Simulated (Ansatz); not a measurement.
# How methods differ on BSiH3 (SMILES B[SiH])

The species is BSiH3 (5 atoms), meant as a triplet with charge 0. As SMILES, `B[SiH]`. The shape is that of a GFN2-xTB optimisation.

```xyz
5

B    -0.2067   -0.7082    0.1267
Si    0.7608    0.8295   -0.3504
H    -1.3037   -0.6208    0.5495
H     0.2636   -1.7797    0.0100
H     0.4860    2.2792   -0.3358
```

Each level gives the energy change with the B1–H3 bond stretched from 1.179 to 2.358 Å (eV). The values are calculated.

```json
{"level": "UHF/STO-3G", "kind": "Hartree–Fock", "program": "Ansatz", "value (eV)": "4.57", "less FCI/STO-3G": "+0.32", "CPU time (all runs)": "0.35 s"}
{"level": "USVWN5/STO-3G", "kind": "LDA", "program": "Ansatz", "value (eV)": "4.77", "less FCI/STO-3G": "+0.52", "CPU time (all runs)": "2 s"}
{"level": "UBLYP/STO-3G", "kind": "GGA", "program": "Ansatz", "value (eV)": "4.31", "less FCI/STO-3G": "+0.06", "CPU time (all runs)": "3.1 s"}
{"level": "U-r2SCAN0/STO-3G", "kind": "hybrid meta-GGA", "program": "Ansatz", "value (eV)": "4.82", "less FCI/STO-3G": "+0.57", "CPU time (all runs)": "11 s"}
{"level": "UCAM-B3LYP/STO-3G", "kind": "range-separated hybrid", "program": "Ansatz", "value (eV)": "4.94", "less FCI/STO-3G": "+0.69", "CPU time (all runs)": "5.2 s"}
{"level": "UMP2/STO-3G", "kind": "perturbation theory", "program": "Ansatz", "value (eV)": "4.80", "less FCI/STO-3G": "+0.55", "CPU time (all runs)": "0.37 s"}
{"level": "UCCSDTQ/STO-3G", "kind": "coupled cluster or CI", "program": "Ansatz", "value (eV)": "4.26", "less FCI/STO-3G": "+0.01", "CPU time (all runs)": "32 s"}
{"level": "FCI/STO-3G", "kind": "exact in the basis", "program": "Ansatz", "value (eV)": "4.25", "less FCI/STO-3G": "0.00", "CPU time (all runs)": "3.1 s"}
```

FCI/STO-3G is exact within its basis and frozen core, so for wave-function methods in that basis the difference is their error; functionals converge differently with the basis, so for them it is only a difference. The first shape isn't each level's own minimum. The values span 4.25 to 4.94 eV. Spin contamination of the reference (⟨S²⟩ at least 0.1 too high) touches UHF/STO-3G, U-r2SCAN0/STO-3G, UCAM-B3LYP/STO-3G, UMP2/STO-3G, UCCSDTQ/STO-3G. All rows use very small basis sets, so none should be taken for the real molecule's value. In so small a basis fixed costs decide the times, and correlated methods can beat functionals. CPU times are rough (shared hosts, several kinds of processor and program).
